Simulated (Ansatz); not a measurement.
B20 (FeSi-type) FeSi, treated with PBEsol (Ansatz, an electronic-structure program, PAW).

Settings: plane-wave cutoff 500 eV, 10×10×10 k mesh, Fermi–Dirac smearing 0.05 eV, no spin polarisation, scalar-relativistic PAW data made under PBE.

Computed at the level's own relaxed cell.

Problem. Predict the equilibrium volume per atom, equilibrium lattice constant a and band gap.

Solution. 
equilibrium volume per atom: 10.67 Å³/atom
equilibrium lattice constant a: 4.403 Å
band gap: 0.15 eV (under three smearing widths, so not firm)

Measured, for comparison: band gap 0.05 eV (temperature not stated, not corrected to a static lattice, indirect, transport; lower end of the printed range; as tabulated in Tomczak (2018), arXiv:1802.07220); equilibrium volume per atom 11.26 Å³/atom, lattice constant a 4.483 Å (temperature not stated, not corrected to a static lattice; as tabulated in Wikipedia's data pages). Computed (rounded) less measured: equilibrium volume per atom -5.2 %, lattice constant a -1.8 %. A static lattice is as a rule a little smaller and stiffer than an uncorrected measurement, which narrows the difference in the lattice constant a and would widen misses of the other sign.

Static lattice: no zero-point or thermal effects.

Cost on a shared machine: about 2.5 core-minutes (a rough figure).
